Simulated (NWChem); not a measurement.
C$_{2}$H$_{3}$O, doublet; SMILES C[C]=O

```xyz
6

C      0.1025     1.1659     0.0000
C     -0.4294    -0.2428     0.0000
O      0.1734    -1.2729     0.0000
H     -0.2963     1.6970     0.8879
H     -0.2963     1.6970    -0.8879
H      1.2141     1.1921     0.0000
```
Atoms are numbered in this order, from 1.

Computed with NWChem. Spin-unrestricted. In the optimisation the excess spin sits in a' (Cs, its own frame). Coordinates come from a PBE-D3(BJ)/def2-SVP, spin-unrestricted optimisation. No stability test was run on the SCF state. Level: PBE0/def2-SVP with COSMO at NWChem's default radii, gas-phase geometry; rows give the dielectric constant. Reactions with the solvent are ignored.

For dielectric constant 46.7:

```yaml
dipole in solution (D): 3.16
```

**Question.** How do the values read with dielectric constant 4.8 instead?

**Answer.** 
| Quantity | Value |
|---|---|
| dipole in solution (D) | 3.01 |
